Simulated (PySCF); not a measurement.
Working with the constants of BS

ROHF-CCSD(T) constants of BS, ²Σ⁺ (doublet), unpaired electrons σ ↑ (PySCF, no relativity, basis sets B def2-SVP, S def2-SVP; masses 11.0093 and 31.9721 u):

```
ωe          : 1199.3 cm⁻¹
ωexe        : 6.02 cm⁻¹
Be          : 0.77875 cm⁻¹
αe          : 0.00541 cm⁻¹
De to B + S : 5.56 eV
```

(1) What force constant and bond length do these constants imply?

(2) Estimate the centrifugal constant D from the Kratzer relation and find the Dunham coefficient a1.

Correlated steps freeze 6 core orbitals. Correlated levels converge slowly with the basis: in double zeta they bind strong bonds too weakly, by up to about 1 eV, and carry superposition errors of some tenths. The state is the lowest determinant that a PBE0 search found; another state may lie lower at other levels.

## Answers

(1) Reduced mass μred = 8.1894 u; k = 5.8918×10⁻⁷·μred·ωe² (u, cm⁻¹, mdyn/Å) = 6.94 mdyn/Å; Re = √(16.8576/(μred·Be)) (u, cm⁻¹, Å) = 1.626 Å.

(2) D = 4Be³/ωe² = 1.31e-06 cm⁻¹; a1 = −1 − αeωe/(6Be²) = -2.78.
